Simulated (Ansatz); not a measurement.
Cubic BN was calculated with PBE (plane waves, PAW; Ansatz, a program for electronic structure).

Total energies, extrapolated to zero smearing (they compare only within this program, potentials and cutoff; free atoms with spin allowed, lowest state found):

```csv
system,energy (eV/atom)
"cubic BN, relaxed",-271.1413
free B atom,-149.6668
free N atom,-378.7349
```

**Question.** Work out the cohesive energy per atom.

**Answer.** E_coh = [1 × (-149.6668) + 1 × (-378.7349)]/2 − (-271.1413) = 6.94 eV/atom. The reference value is 6.76 eV/atom (measured, static lattice: zero-point vibration energy added; as tabulated in Mejia-Rodriguez and Trickey (2018), arXiv:1807.09216), a difference of +0.18 eV/atom.

The PAW data were made under PBE.
